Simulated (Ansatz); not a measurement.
**How far each method lies from full CI for S2, triplet**

Geometry: MP2(full)/6-31G*, from the G2/97 set.

| atom | x (Å) | y (Å) | z (Å) |
| --- | --- | --- | --- |
| S | 0.0000 | 0.0000 | 0.0000 |
| S | 0.0000 | 0.0000 | 1.9202 |

Basis 6-31G; Ansatz 0.2.0. Only valence electrons are correlated (noble-gas cores frozen), which leaves 12 electrons in 16 orbitals. R marks a restricted (for open shells ROHF) determinant, U an unrestricted one. Active spaces: valence = (12e, 8o) chosen from the atoms' valence shells.

Full CI is exact within this basis and frozen core; it isn't the basis-set limit. The frozen core follows each run's orbitals, which can shift R against U totals by a few meV.

For open shells CISD and CISDTQ are restricted-active-space CI with the open shells as a complete middle space.

```
UHF ⟨S²⟩                          : 2.021
T1 diagnostic (RCCSD)             : 0.0130
largest doubles amplitude (RCCSD) : 0.121
T1 diagnostic (UCCSD)             : 0.0113
```

```csv
level,E − E(full CI) (kJ/mol),share of correlation (%),wall time
RHF,313.6,0.00,–
UHF,298.6,4.79,–
RMP2,22.3,92.91,–
UMP2,30.9,90.14,–
RCCSD,10.5,96.64,–
UCCSD,9.5,96.97,–
RCCSD(T),3.6,98.85,1.2 s
UCCSD(T),3.4,98.92,0.73 s
BCCD(T),3.6,98.86,1.1 s
RCCSDT,2.8,99.12,–
UCCSDT,2.6,99.16,–
CISDTQ,0.9,99.70,12 s
RCCSDT(Q),0.3,99.90,5.5 s
UCCSDT(Q),0.4,99.89,4 s
RCCSDTQ,0.2,99.94,58 s
UCCSDTQ,0.1,99.95,57 s
CASSCF (valence space),156.1,50.24,–
NEVPT2 (valence space),42.1,86.57,0.82 s
MRCISD (valence space),7.3,97.66,–
MRCISD+Q (valence space),2.0,99.36,1.5 s
```

The correlation energy at full CI, counted from RHF, is -3.251 eV. That run took 12 s on 2 threads of AMD EPYC 7R13 with a shared H100 80 GB, shared host over 8,014,464 determinants.

Run but not shown, since their state or frozen core can't be matched to the reference's or they repeat it: CISD.

Times hold each run's SCF and search for its determinant on a shared host, so for small cases they say little of a method's own cost; they ran on 1 thread of AMD EPYC 7R13.

The full-CI state has the irrep B1g of D2h, in the program's axes (one component, if the state is degenerate).

Natural occupations of full CI about the gap: 1.954 1.954 1.948 1.028 1.028 0.054 0.011 0.011 0.010 0.007; effectively unpaired electrons, Σ n²(2−n)², 2.04.

Atomization energy (electronic, same basis, no zero-point term; atoms at the same level, unrestricted beside the R rows where the molecule is a closed shell, with restricted open-shell steps beyond CCSDT(Q)) at full CI: 175.0 kJ/mol. Errors of other levels:

```
                   level  error (kJ/mol)
                     RHF          -190.3
                     UHF          -177.1
                    RMP2             7.5
                    UMP2            -2.3
                   RCCSD            -9.3
                   UCCSD            -8.3
                RCCSD(T)            -3.4
                UCCSD(T)            -3.2
                 BCCD(T)            -3.3
                  RCCSDT            -2.8
                  UCCSDT            -2.7
                  CISDTQ            -0.9
               RCCSDT(Q)            -0.3
               UCCSDT(Q)            -0.4
                 RCCSDTQ            -0.2
                 UCCSDTQ            -0.2
  CASSCF (valence space)           -32.7
  NEVPT2 (valence space)             2.5
  MRCISD (valence space)            -5.1
MRCISD+Q (valence space)            -1.6
```

This basis is far from its limit, so the value isn't to be set against a measured one. Truncated CI isn't size-consistent, which counts against it in atomization.
